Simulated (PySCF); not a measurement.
System: rock-salt LiF. Method: evGW@PBE in PySCF (GTH pseudopotentials, Gaussian basis).

The same calculation (at the measured cell, 8.158 Å³/atom) with different numerical settings; throughout: k mesh 2×2×2:

| run | basis | gap over the k-points evaluated (eV) | rough time |
|---|---|---|---|
| 1 | DZ | 14.919 | 4 core-min |
| 2 | TZ | 14.737 | 10 core-min |
| 3 | QZ | 14.775 | 50 core-min |

In the column gap over the k-points evaluated (eV) the first row differs from the last by +0.144 and the next to last by -0.038.

The last row is no converged limit: other settings stay fixed.
